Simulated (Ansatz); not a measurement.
**Antimony, A7 rhombohedral: convergence with the k-point mesh**

Computed with Ansatz, r²SCAN, scalar-relativistic PAW, on the relaxed cell (a = 4.341 Å, c = 11.613 Å (c/a = 2.675); spin not included). Errors count from a run at 500 eV on a Γ-centred 14×14×14 mesh with Fermi-Dirac smearing of 0.1 eV, extrapolated to zero width. Fixed here: cutoff 500 eV, Fermi-Dirac width 0.1 eV. The SCF starts from atomic densities corrected by a trained network.

```tsv
k-mesh	E(σ→0) error (meV/atom)	P (GPa)	SCF iterations
2×2×2	869.1	6.29	7
2×2×2	869.1	6.29	7
3×3×3	-52.3	0.61	6
4×4×4	-24.5	0.01	6
6×6×6	-10.4	0.04	7
9×9×9	-3.2	0.01	7
13×13×13	-0.3	0.00	7
```

What does the run at 7×7×7 give (k-mesh)?

E(σ→0) error (meV/atom): -8.5; P (GPa): -0.02; SCF iterations: 6.

Within 5 meV/atom of the last row: from 9×9×9 on.
